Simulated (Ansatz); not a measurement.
Ansatz (a quantum-chemistry and plane-wave program) input (r2SCAN/aug-cc-pVQZ):

Ansatz 0.2 input:
```yaml
crystal:
  periodic: [false, false, false]
  atoms:
    - {symbol: O, position_ang: [-0.00000000, -0.00000000, -0.10780207]}
    - {symbol: H, position_ang: [0.00000000, 0.00000000, 0.86241659]}
basis:
  gaussian:
    orbitals: aug-cc-pVQZ
    final_grid: {core_spheres: 10, valence_spheres: 9, degree: 29}
hamiltonian:
  xc: {name: r2SCAN}
total_charge: -1
magnetization: {spin_polarized: false}
```

Output:

```
Functional definition: r2SCAN
integrals: 0.01 GiB planned
275 factors; their error is unknown
mean field: 0.25 GiB planned
mean field evaluation 1: about -2055.8177 eV, gradient 6.0e1 eV
mean field evaluation 2: about -2039.3890 eV, gradient 1.2e2 eV
mean field evaluation 4: about -2062.4728 eV, gradient 2.4e0 eV
mean field evaluation 8: about -2062.4764 eV, gradient 1.1e-1 eV
mean field -2062.47640375 eV, -75.7946098411 hartree, gradient 5.7e-5 eV, S^2 0.000000; 0 other end points of the search recorded, 0 dependent functions left out
reference -2062.47641206 eV, -75.7946101464 hartree; 5, 5 occupied and 121, 121 virtual orbitals, 275 factors
Total energy: -2062.47641206 eV, -75.7946101464 hartree
```
